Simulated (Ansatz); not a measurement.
System: chalcopyrite ZnGeP₂. Method: rVV10 (PAW; Ansatz, an electronic-structure program).

Numerical settings: plane-wave cutoff 520 eV, 10×10×10 k mesh, Fermi–Dirac smearing 0.01 eV, scalar-relativistic PAW data made under PBE.

Energies at three volumes about the minimum:

| V (Å³/atom) | E − E_lowest (meV/atom) |
|---|---|
| 20.346 | 1.97 |
| 20.761 | 0.00 |
| 21.177 | 1.80 |

Question: Fit a parabola by hand: where is the minimum, and what is the bulk modulus?

Answer: Slopes: (0.00 − 1.97)/(20.761 − 20.346) = -4.747 and (1.80 − 0.00)/(21.177 − 20.761) = 4.327 meV/Å³. Curvature E″ = 2 × (4.327 − (-4.747))/(21.177 − 20.346) = 21.839 meV/Å⁶. From the middle of the first interval, the slope vanishes at V0 = 20.5535 − (-4.747)/21.839 = 20.771 Å³/atom. B = V0 E″ = 20.771 × 21.839 meV/Å³ × 0.1602 GPa per meV/Å³ = 72.7 GPa. The full Birch–Murnaghan fit to all volumes gives V0 = 20.763 Å³/atom and B0 = 72.8 GPa.

Shape and atoms are relaxed at each volume.

Measured, for comparison: bulk modulus 79 GPa (room temperature, not corrected to a static lattice; as tabulated in Isothermal phase behavior of Ag3SbS3, ZnGeP2, and ZnS (abstract)). Computed less measured: bulk modulus -8 %.
